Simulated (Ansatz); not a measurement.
Born–Oppenheimer molecular dynamics of BH5S (7 atoms, charge 0, multiplicity 1). It starts at the highest image of a converged band, a first-order saddle point between two minima.

Theory: RKS BLYP/def2-SVP in Ansatz.

```yaml
ensemble: NVE (velocity Verlet)
time_step: 0.5 fs
steps_asked: 200
starting_velocities_drawn_for: 300 K
seed: 7949
```

First frame:

```xyz
7
Properties=species:S:1:pos:R:3
B -0.010 -0.226 0.072
H -0.252 0.125 1.300
H 1.028 0.314 -0.233
H -1.040 -0.126 -0.548
S 0.489 -2.238 0.330
H -0.787 -2.721 0.351
H 0.036 -0.966 1.270
```

(1) How far do the bonds stretch over the last three quarters of this one trajectory? (Pairs bonded in most of those frames.)

Answers

(1) 
```
 bond  mean (Å)  spread (Å)  shortest  longest
B1–H2     1.219       0.019      1.19     1.27
B1–H3     1.215       0.023      1.17     1.26
B1–H4     1.220       0.021      1.18     1.26
S5–H6     1.367       0.025      1.33     1.41
S5–H7     1.387       0.048      1.31     1.51
```

Mean temperature of the second half: 522 K. The conserved energy stayed within 0.11 meV per atom of its start (net change -0.01 meV per atom), so the integration is sound. The kinetic energy rose, since the run started high on the potential surface and went downhill. It ends in pieces (BH3 + H2S), so much of that is their flight and rotation, not heat. A run of 0.1 ps of so small a system gives no equilibrium averages. The orbitals stay closed-shell, which can raise the energy where a bond breaks towards radicals; this wasn't checked here.

The run took 2.7 min on 1 thread of Arm Neoverse V2 (shared host), peak memory 0.092 GiB.
